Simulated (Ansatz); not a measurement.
Ansatz (an electronic-structure program) input (PBE0/def2-QZVPP):
A basis named .json is the Basis Set Exchange file of that set.

Ansatz 0.2 input:
```yaml
crystal:
  periodic: [false, false, false]
  atoms:
    - {symbol: O, position_ang: [0.89541029, -0.76995511, -0.01968689]}
    - {symbol: C, position_ang: [-0.45895806, -0.20397243, 0.20135540]}
    - {symbol: O, position_ang: [-0.57728033, 1.03717373, -0.06337258]}
    - {symbol: H, position_ang: [1.37621960, 0.03121290, -0.27699242]}
    - {symbol: H, position_ang: [-1.16751096, -0.94512725, -0.26666413]}
basis:
  gaussian:
    orbitals: def2-QZVPP.json
hamiltonian:
  xc: {name: PBE0}
total_charge: -1
magnetization: {spin_polarized: true, initial_magnetization: 1}
```

Output:

```
Functional definition: PBE0
integrals: 0.08 GiB planned
655 factors; their error is unknown
mean field: 1.18 GiB planned
mean field evaluation 1: about -5158.6619 eV, gradient 1.3e1 eV
mean field evaluation 2: about -5158.2831 eV, gradient 1.7e1 eV
mean field evaluation 4: about -5159.3144 eV, gradient 1.6e0 eV
mean field evaluation 8: about -5159.3231 eV, gradient 7.8e-2 eV
mean field evaluation 16: about -5159.3244 eV, gradient 2.8e-4 eV
mean field -5159.32436097 eV, -189.6016731501 hartree, gradient 4.8e-5 eV, S^2 0.754383; 0 other end points of the search recorded, 0 dependent functions left out
reference -5159.32438737 eV, -189.6016741201 hartree; 13, 12 occupied and 218, 219 virtual orbitals, 655 factors
Total energy: -5159.32438737 eV, -189.6016741201 hartree
```
